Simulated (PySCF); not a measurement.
**TDDFT excited states: FH2P**

Compound: fluorophosphane, FH2P.
SMILES: `FP`

Method: PySCF 2.14.0, density-fitted response routines, TDDFT CAM-B3LYP/def2-SVPD, vertical, gas phase, core orbitals frozen in the response. Isolated species at its PBE0-D3(BJ)/def2-SVP geometry, gas phase.

```json
{"state": "S1", "λ (nm)": "222.5", "E (eV)": "5.57", "f": "0.026", "symmetry": "A′", "main configurations (H = HOMO, L = LUMO)": "H→L (98%)"}
{"state": "S2", "λ (nm)": "168.3", "E (eV)": "7.37", "f": "0.122", "symmetry": "A′", "main configurations (H = HOMO, L = LUMO)": "H→L+1 (98%)"}
{"state": "S3", "λ (nm)": "164.0", "E (eV)": "7.56", "f": "0.082", "symmetry": "A″", "main configurations (H = HOMO, L = LUMO)": "H→L+2 (65%), H-1→L (32%)"}
{"state": "S4", "λ (nm)": "156.8", "E (eV)": "7.91", "f": "0.074", "symmetry": "A″", "main configurations (H = HOMO, L = LUMO)": "H-1→L (66%), H→L+2 (31%)"}
{"state": "S5", "λ (nm)": "129.0", "E (eV)": "9.61", "f": "0.025", "symmetry": "A′", "main configurations (H = HOMO, L = LUMO)": "H→L+4 (43%), H→L+3 (35%), H-1→L+2 (13%)"}
{"state": "S6", "λ (nm)": "126.3", "E (eV)": "9.82", "f": "0.149", "symmetry": "A″", "main configurations (H = HOMO, L = LUMO)": "H-1→L+1 (86%), H→L+5 (12%)"}
```

The lowest singlet comes at 223 nm (538 kJ/mol) in the ultraviolet; it is weak; its leading configuration is HOMO→LUMO (98%). The most intense listed level is S6 at 9.82 eV (126 nm, f = 0.149), 4.25 eV above S1. It is the last of those listed, so stronger ones may follow. Löwdin shares by element: HOMO phosphorus 62%, hydrogen 20%, fluorine 17%; LUMO phosphorus 54%, hydrogen 28%, fluorine 18%. The oscillator strengths of these states sum to 0.478; summed over the whole spectrum of an exact calculation they would give the number of electrons, 26 (Thomas–Reiche–Kuhn). Of the 6 states listed, 6 reach f = 0.01 and none stays under 0.0005. The listed states span 4.25 eV, and the widest gap between neighbours is 1.79 eV (S1 to S2). No computed singlet lies in the visible range (380 to 750 nm); the lowest, at 223 nm, stands 2.31 eV above its violet end (3.26 eV). Symmetry labels in Cs follow from the direction of the transition dipole and are given only for states with f of 0.002 or more. Singlets were solved by full linear response.
